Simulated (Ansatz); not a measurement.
# C₂H₃Cl₂F: one species, many methods

One table from this session's results is given with a row withheld; the runs are named, their logs left out.

Method: functionals in def2-TZVPP, the program's frozen cores in correlated methods; program: Ansatz 0.2.0, Gaussian basis.

Plan: LDA (SPW92), PBE-D4, revPBE-D4, BLYP-D4, r2SCAN-D4, B97M-V, PBE0-D4, B3LYP-D4, r2SCANh-D4, r2SCAN0-D4, HSE06-D4, BHLYP-D4, CAM-B3LYP-D4, LC-ωPBE, ωB97X-V, ωB97M-V, B2PLYP, PBE-QIDH; CCSD(T)/def2-SVP; CCSD(T)/def2-TZVPP; MP2/def2-QZVPP; extrapolation to the limit; RPA on PBE.

## The geometry

All runs share one geometry, relaxed beforehand with PBE0-D4 in a triple-zeta def2 set.

SMILES `CC(F)(Cl)Cl`, 8 atoms, charge 0, spin multiplicity 1.

Atoms are counted from 1 here; the program's logs count them from 0.

Bond lengths: C1–C2 1.502 Å, C1–H6 1.090 Å, C1–H7 1.090 Å, C1–H8 1.088 Å, C2–F3 1.348 Å, C2–Cl4 1.776 Å, C2–Cl5 1.776 Å. Angles: C2–C1–H6 108.9°, C2–C1–H7 108.9°, C2–C1–H8 110.1°, H6–C1–H7 109.8°, H6–C1–H8 109.6°, H7–C1–H8 109.6°, C1–C2–F3 110.1°, C1–C2–Cl4 111.1°, C1–C2–Cl5 111.1°, F3–C2–Cl4 107.6°, F3–C2–Cl5 107.6°, Cl4–C2–Cl5 109.3°.

Coordinates:

```mol
C2H3Cl2F
  3D, bonds by distance, orders not assigned

  8  7  0  0  0  0  0  0  0  0999 V2000
   -0.1335   -0.5059    0.6463 C   0  0
    0.1994    0.3913   -0.5113 C   0  0
    1.5236    0.6432   -0.5374 F   0  0
   -0.2324   -0.3727   -2.0559 Cl  0  0
   -0.6411    1.9502   -0.3730 Cl  0  0
    0.1634   -0.0118    1.5720 H   0  0
    0.4149   -1.4420    0.5359 H   0  0
   -1.2021   -0.7093    0.6676 H   0  0
  1  2  8  0
  2  3  8  0
  2  4  8  0
  2  5  8  0
  1  6  8  0
  1  7  8  0
  1  8  8  0
M  END
```

The first run:

in.yaml

```yaml
crystal:
  periodic: [false, false, false]
  atoms:
    - {symbol: C, position_ang: [-0.133495, -0.505921, 0.646302]}
    - {symbol: C, position_ang: [0.199363, 0.391297, -0.511326]}
    - {symbol: F, position_ang: [1.523611, 0.643229, -0.537444]}
    - {symbol: Cl, position_ang: [-0.232411, -0.372676, -2.055900]}
    - {symbol: Cl, position_ang: [-0.641135, 1.950217, -0.373038]}
    - {symbol: H, position_ang: [0.163395, -0.011829, 1.571994]}
    - {symbol: H, position_ang: [0.414921, -1.441984, 0.535870]}
    - {symbol: H, position_ang: [-1.202149, -0.709330, 0.667643]}
basis:
  gaussian: {orbitals: def2-TZVPP}
hamiltonian: {xc: lda}
output: {orbitals: {seedname: orbitals}}
```

Command:

```sh
ansatz run in.yaml --threads 4 --pin off --events-out ev --progress --plain --max-ram 10444MiB
```

Among the steps run: LDA; PBE-D4 (GGA); revPBE-D4 (GGA); BLYP-D4 (GGA); r2SCAN-D4 (meta-GGA); B97M-V (meta-GGA); PBE0-D4 (hybrid); B3LYP-D4 (hybrid); r2SCANh-D4 (hybrid); r2SCAN0-D4 (hybrid); HSE06-D4 (hybrid); BHLYP-D4 (hybrid); CAM-B3LYP-D4 (range-separated); LC-ωPBE (range-separated); ωB97X-V (range-separated); ωB97M-V (range-separated); B2PLYP (double hybrid); PBE-QIDH (double hybrid).

One of the session's tables, all rows but one given; the rest of the session is left out.

It belongs to the step «Orbital energies across the functionals». 

```
  functional  HOMO (eV)  gap (eV)
 LDA (SPW92)      -7.55      6.03
      PBE-D4      -7.40      6.11
   revPBE-D4      -7.35      6.14
     BLYP-D4      -7.25      6.05
   r2SCAN-D4      -7.77      6.66
      B97M-V      -7.89      6.89
     PBE0-D4      -8.86      8.68
    B3LYP-D4      -8.59      8.12
  r2SCANh-D4      -8.30      7.60
  r2SCAN0-D4      -9.10      9.02
    HSE06-D4      -8.46      7.89
    BHLYP-D4     -10.18     11.21
CAM-B3LYP-D4     -10.27     11.29
     LC-ωPBE     -11.72     14.05
     ωB97X-V     -11.32     13.52
     ωB97M-V          ?         ?
```

**Question.** Estimate the row for ωB97M-V.

**Answer.** HOMO (eV): -11.14; gap (eV): 13.22. In the column «HOMO (eV)» it lies between ωB97X-V (-11.32) and CAM-B3LYP-D4 (-10.27).
